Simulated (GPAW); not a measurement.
# NH2 (SMILES [NH2]), step by step, part 2 of 2

GPAW 26.7.0. The steps go on from the part before.

## 3. The harmonic vibrations at U-vdW-DF/real-space grid (scalar-relativistic datasets, shape nonlinear) (run 2)

The input, relaxed.xyz:

```xyz
3
Lattice="6.924657 0.0 0.0 0.0 7.3368210000000005 0.0 0.0 0.0 6.712782" Properties=species:S:1:pos:R:3:initial_magmoms:R:1:magmoms:R:1:forces:R:3 free_energy=-19.52570874776425 energy=-19.52570874776425 dipole="-0.21738761835059772 0.1993624358340095 -0.2097270701751092" magmom=1.0000001237938523 pbc="F F F"
N        3.84164156       3.26193086       3.56476097       0.33333333       0.35291663      -0.00550907       0.00130434       0.00175586
H        3.83517159       4.28680194       3.42992408       0.33333333      -0.00685600       0.00384285      -0.00032340       0.00113307
H        3.06727344       2.95033028       2.95565372       0.33333333      -0.00671742      -0.00606702       0.00236315       0.00252088
```

The input, run.py:

```python
from ase.io import read
from ase.thermochemistry import IdealGasThermo
from ase.vibrations import Infrared
from gpaw import GPAW

# Structure
system = read('relaxed.xyz')
system.set_initial_magnetic_moments([1 / len(system)] * len(system))

# Calculator
calculator = GPAW(mode='fd',
                  xc={'name': 'vdW-DF', 'backend': 'libvdwxc'},
                  occupations={'name': 'fermi-dirac', 'width': 0.0, 'fixmagmom': True},
                  maxiter=120,
                  symmetry='off',
                  convergence={'density': 1e-05},
                  h=0.2,
                  txt='run.txt')
system.calc = calculator

energy = system.get_potential_energy()
vib = Infrared(system, delta=0.01, nfree=4)
vib.run()
vib.summary()
freqs = vib.get_frequencies()
zpe = vib.get_zero_point_energy()
intensities = vib.intensities

thermo = IdealGasThermo(vib_energies=vib.get_energies(), potentialenergy=energy, atoms=system, geometry='nonlinear',
                        symmetrynumber=2, spin=0.5, ignore_imag_modes=True)
H = thermo.get_enthalpy(298.15, verbose=False)
S = thermo.get_entropy(298.15, 1000.0, verbose=False)
G = thermo.get_gibbs_energy(temperature=298.15, pressure=1000.0)
```

Command:

```console
$ OMP_NUM_THREADS=1 python run.py
```

Log:

```text
-------------------------------------
 Mode    Frequency        Intensity
  #    meV     cm^-1   (D/Å)^2 amu^-1
-------------------------------------
  0   23.6     190.0      1.1778
  1   39.8     320.7      1.4581
  2   46.6     376.0      0.9411
  3   54.3     438.2      0.0035
  4   60.0     483.8      0.3911
  5   84.5     681.4      1.7114
  6  194.4    1567.7      0.6199
  7  405.2    3267.9      0.3636
  8  415.9    3354.3      0.0481
-------------------------------------
Zero-point energy: 0.662 eV
Static dipole moment: 1.738 D
Maximum force on atom in `equilibrium`: 0.0070 eV/Å

Enthalpy components at T = 298.15 K:
===============================
Enthalpy components at T = 298.15 K:
===============================
E_pot                -19.526 eV
E_ZPE                  0.508 eV
Cv_trans (0->T)        0.039 eV
Cv_rot (0->T)          0.039 eV
Cv_vib (0->T)          0.000 eV
-------------------------------
U                    -18.941 eV
===============================
(C_v -> C_p)           0.026 eV
-------------------------------
H                    -18.915 eV
===============================

Entropy components at T = 298.15 K and P = 1000.0 Pa:
=================================================
{"":15s}{"S":13s}     {"T*S:13s}
S_trans (1 bar)    0.0014868 eV/K        0.443 eV
S_rot              0.0004725 eV/K        0.141 eV
S_elec             0.0000597 eV/K        0.018 eV
S_vib              0.0000004 eV/K        0.000 eV
S (1 bar -> P)     0.0003968 eV/K        0.118 eV
-------------------------------------------------
S                  0.0024163 eV/K        0.720 eV
=================================================

Free energy components at T = 298.15 K and P = 1000.0 Pa:
=======================
    H        -18.915 eV
 -T*S         -0.720 eV
-----------------------
    G        -19.636 eV
=======================
```

run.txt, cut to the lines that bear on the results:

```text
[...]
Number of symmetries: 1
[...]
  Number of IBZ points: 1
[...]
Spin-components: 2 (collinear spins)
Bands:           6
[...]
  Valence electrons: 7.0
[...]
  Grid points: [36 36 32]
  Charge: 0.0  # |e|
[...]
    cutoffs:
[...]
occupation numbers:
  Fixed magnetic moment: 1.000
[...]
xc functional:
  name: vdW-DF with libvdwxc
[...]
|iter     |     time |      energy | eigst |  dens |  magmom |
[...]
|iter:   1| 00:00:02 |  -20.208633 | +1.22 |       |  +0.9983|
[...]
Converged in 15 steps
[...]
dipole moment: (-0.217386, 0.199362, -0.209730)  # |e|*Ang
Total magnetic moment: (0.000000, 0.000000, 1.000000)
[...]
Converged in 11 steps
[...]
|iter:  10| 00:06:40 |  -19.522934c| -7.54c| -5.20c|  +1.0000|
Converged in 10 steps
[...]
Energy contributions relative to reference atoms: (reference = -1508.479682)
Energy contributions:
  Kinetic:          17.292366
  Coulomb:         -18.841779
  Zero:              0.508029
  External:          0.000000
  Xc:              -18.481550
  Entropy:           0.000000
  Spinorbit:         0.000000
  ----------------------------
  Free energy:     -19.522934
  Extrapolated:    -19.522934
[...]
Total magnetic moment: (0.000000, 0.000000, 1.000000)
Local magnetic moments
|        x |        y |         z |
|----------|----------|-----------|
| 0.000000 | 0.000000 |  0.352588 |  # N    0
| 0.000000 | 0.000000 | -0.006872 |  # H    1
| 0.000000 | 0.000000 | -0.006392 |  # H    2
Fermi levels: -2.497, -6.049
Eigenvalues  # (at kpt = [0.000, 0.000, 0.000])
| band index |      eig [eV] | occ [0-1] |      eig [eV] | occ [0-1] |
|------------|---------------|-----------|---------------|-----------|
|          0 |       -21.443 |     1.000 |       -20.190 |     1.000 |
|          1 |       -11.875 |     1.000 |       -11.521 |     1.000 |
|          2 |        -8.037 |     1.000 |        -7.466 |     1.000 |
|          3 |        -7.643 |     1.000 |        -4.632 |     0.000 |
|          4 |        -0.362 |     0.000 |        -0.207 |     0.000 |
|          5 |         1.516 |     0.000 |         1.608 |     0.000 |
Gap: 4.270 eV
Transition (v -> c):
[...]
Forces  # eV/Ang
|        x |        y |        z |
|----------|----------|----------|
|  0.34019 |  0.14662 |  0.26635 |  # N    0
|  0.00052 | -0.01261 | -0.00051 |  # H    1
| -0.35426 | -0.13154 | -0.27393 |  # H    2
Force computation time: 0.012  # s
timing:  # [seconds]
  Total:  400.109  # ━━━━━━━━━━━━━━━━━━━━━━━━━━━━━━━━━━━━━━━━━━━━━━━━━━━━━━━━
  Init:     1.285  #
  SCF:    365.422  # ━━━━━━━━━━━━━━━━━━━━━━━━━━━━━━━━━━━━━━━━━━━━━━━━━━━
  Forces:   0.530  #
  Move:    32.572  # ━━━━╸
```

Wall time 6.7 min (1 thread of Intel Xeon at 2.70GHz, shared host); peak memory 0.37 GiB.

## 4. Summary of results

The summary covers parts 1 to 2.

| quantity | value |
| --- | --- |
| run 1, U-vdW-DF/real-space grid: energy as printed (from the program's reference atoms) | -19.5257 eV |
| run 1, U-vdW-DF/real-space grid: dipole moment | 1.74 D |
| run 1, U-vdW-DF/real-space grid: HOMO energy (highest over α and β) | -7.48 eV |
| run 1, U-vdW-DF/real-space grid: LUMO energy (lowest over α and β) | -4.63 eV |
| run 2, U-vdW-DF/real-space grid: lowest harmonic wavenumber | 1568 cm⁻¹ |
| run 2, U-vdW-DF/real-space grid: highest harmonic wavenumber | 3354 cm⁻¹ |
| run 2, U-vdW-DF/real-space grid: zero-point energy | 49.0 kJ/mol |
| run 2, U-vdW-DF/real-space grid: ideal-gas entropy at 298.15 K and 1000 Pa (symmetry number 2 as used) | 55.7 cal/(mol K) |

**Reading.** The optimisation (run 1, U-vdW-DF/real-space grid) took 29 steps and changed the energy by -0.556 eV. All 3 modes (run 2, U-vdW-DF/real-space grid) are real, so the shape is a minimum at this level.
